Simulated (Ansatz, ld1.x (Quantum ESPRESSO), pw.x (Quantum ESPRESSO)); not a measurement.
**Mo (bcc): variants of one TM potential in the solid**

| Quantity | Value |
| --- | --- |
| Element | Mo (Z = 42) |
| Generator | ld1.x (Quantum ESPRESSO) 7.5 |
| Type | norm-conserving Troullier–Martins (Kleinman–Bylander form) |
| Functional | LDA (PW92) |
| Relativity | scalar-relativistic |
| Frozen core | [Kr] |
| Valence charge | 6 |
| Reference configuration | 4d5 5s1 5p0 |
| Partial waves | 5s (bound): rc 2.95 bohr; 5p (bound, empty): rc 3.95 bohr; 4d (bound): rc 2.55 bohr; 4f channel at 0.05 Ry: rc 4.20 bohr |
| Local potential | all-electron potential smoothed inside 3.35 bohr (lloc = -2) |
| Core correction | none |

Crystal test: bcc Mo in pw.x 7.5, no spin, 15³ k-points, Fermi–Dirac smearing 0.01 Ry, cutoffs set for each file from its atomic test. The reference is all-electron LAPW (Ansatz 0.2.0) with the same functional, mesh and smearing; V0 and B0 come from Birch–Murnaghan fits to the pressures at five volumes. Errors are pseudo minus all-electron; Δ is the rms difference of the E(V) curves that follow from these fits, minima aligned, over ±6 % about the mean V0. Mesh and smearing are coarse, so the numbers serve the comparison and aren't converged zero-temperature values; the lattice is a test structure that the element need not adopt.

All-electron: a0 = 3.113 Å (V0 = 15.08 Å³/atom), B0 = 291.6 GPa.

Base: The largest radius (4.20 bohr) exceeds half the bond length (2.55 bohr), so the spheres overlap, which is one possible source of error among others. This is a poor potential for the solid. Atomic configuration tests: 1 of 9 tests not solved or not reliable.

```tsv
change	cutoffs (Ry)	pw.x	a0 (Å)	a0 error (%)	B0 error (%)	Δ (meV/atom)	mean pressure error (GPa)
base	45/180	converged	3.091	-0.71	-7.2	20.2	-5.79
wave 4d (bound): rc 2.55 bohr becomes 4d (bound): rc 2.60 bohr	45/180	converged	3.091	-0.69	-7.3	19.6	-5.62
wave 5s (bound): rc 2.95 bohr becomes 5s (bound): rc 2.76 bohr	45/180	converged	3.090	-0.71	-7.2	20.3	-5.81
core correction a·sin(br)/r model core inside 3.16 bohr	50/200	converged	3.111	-0.05	-8.6	2.7	-0.57
type PAW; waves now 5s (bound): rcut 2.55, rcutus 2.95 bohr; 5s channel at 1.8 Ry: rcut 2.55, rcutus 2.95 bohr; 5p (bound): rcut 3.45, rcutus 3.95 bohr; 5p channel at 3.75 Ry: rcut 3.45, rcutus 3.95 bohr; 4d (bound): rcut 2.20, rcutus 2.55 bohr; 4d channel at 2.25 Ry: rcut 2.20, rcutus 2.55 bohr; 4f channel at 0.05 Ry: rc 4.20 bohr; local potential the f channel; augmentation BESSEL, radius 1.85 bohr	40/320	converged	3.111	-0.07	-4.0	2.5	-0.74
```

Give the row for: wave 4f channel at 0.05 Ry: rc 4.20 bohr becomes 4f channel at -0.14 Ry: rc 4.20 bohr.

pw.x: converged; mean pressure error (GPa): -5.91; a0 (Å): 3.090; a0 error (%): -0.73; B0 error (%): -7.0; Δ (meV/atom): 20.6.
